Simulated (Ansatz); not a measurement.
Two isomers of C5H8: A = `CC=C1CC1`, B = `C=CCC=C`.

Calculated with Ansatz (gas phase, PBE0-D4/def2-TZVP geometries, no zero-point term in ΔE). CCSD(T)/CBS adds triple-zeta CCSD(T) − MP2 to the extrapolated MP2 energy (def2 sets, frozen cores). DFT in def2-TZVPP. B3LYP here is the variant with VWN-RPA as its local correlation; programs differ in this. Each species was taken in one conformer, which may not be the lowest.

A:

Z-matrix (Å, degrees):
```
C
C 1 1.492
H 1 1.095 2 111.1
H 1 1.095 2 111.1 3 118.6
H 1 1.091 2 111.1 3 -120.7
C 2 1.317 1 124.4 3 120.5
H 2 1.088 1 117.2 3 -59.5
C 6 1.456 2 148.9 1 -180.0
C 6 1.459 2 147.8 1 -0.0
H 8 1.086 6 118.9 2 -73.7
H 8 1.086 6 118.9 2 73.6
H 9 1.086 6 118.9 2 73.7
H 9 1.086 6 118.9 2 -73.7
```

B:

Z-matrix (Å, degrees):
```
C
C 1 1.498
C 1 1.498 2 111.8
H 1 1.096 2 109.8 3 -121.1
H 1 1.096 2 109.0 3 121.6
C 2 1.325 1 124.9 3 -117.4
H 2 1.088 1 115.6 3 61.4
C 3 1.325 1 124.9 2 -117.6
H 3 1.088 1 115.6 2 61.3
H 6 1.086 2 121.4 1 -0.8
H 6 1.084 2 121.6 1 179.4
H 8 1.084 3 121.6 1 179.5
H 8 1.086 3 121.4 1 -0.8
```

Which is lower in electronic energy at CCSD(T)/CBS, and by how much? (Best estimate.)

Ansatz gave: B, by 57.3 kJ/mol.

Give E(B) − E(A) in kJ/mol with PBE-D4, B2PLYP, r2SCAN-D4, HF/def2-TZVPP, B3LYP, PBE0-D4, ωB97M-V. (Estimate.)

Ansatz gave: PBE-D4 -32.9, B2PLYP -53.5, r2SCAN-D4 -37.2, HF/def2-TZVPP -69.1, B3LYP -53.0, PBE0-D4 -30.9, ωB97M-V -46.0. None reverses the order clearly.

Largest T1 diagnostic: 0.011.

In def2-TZVPP, CCSD(T) changes the Hartree–Fock value by +12.6 kJ/mol (the triples alone add −0.5 kJ/mol) and MP2 by +24.0 kJ/mol.
